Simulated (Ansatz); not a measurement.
A made-up structure of AlSiNH3, doublet:

```
6
angstrom
Al -1.8590 -0.9011 -0.3305
N -0.3002 -0.1850 0.0049
Si 1.1242 0.3159 0.4680
H -2.7147 -0.3764 -1.5825
H 2.4052 -0.2750 0.0069
H -0.0528 -0.7145 -0.8311
```

It is relaxed with PBE-D4/def2-SVP and then PBE0-D4/def2-TZVP (Ansatz 0.2.0). Atoms count as bonded within 1.22 times the sum of their covalent radii (H–H: 0.88 Å). The end point is not checked to be a true minimum.

Task: Does its bonding change? (Judge from chemistry; the calculation decides.)

Result: By the calculation: No: no bond forms or breaks.

Where it ends: The first stage lowers the energy by 2.03 eV in 11 steps. It ends as AlSiNH₃ ([AlH][NH][SiH]):
```xyz
6
angstrom
Al -1.9089 -0.2502 -0.1622
N -0.1177 -0.3742 -0.4177
Si 0.9374 0.1756 0.8280
H -2.8335 -0.7815 -1.3622
H 2.2653 -0.1460 0.1258
H 0.2602 -0.7597 -1.2759
```

Labels in which every atom is bracketed show which atoms are joined, not bond orders.

For scale, one of the runs: PBE0-D4/def2-TZVP relaxation, 123 basis functions, launched by `ansatz run in.yaml --threads 2 --pin off --events-out ev --progress --plain --max-ram 4352MiB`. The run took about 19 s on 2 CPU threads of an Arm Neoverse V2 (shared host).
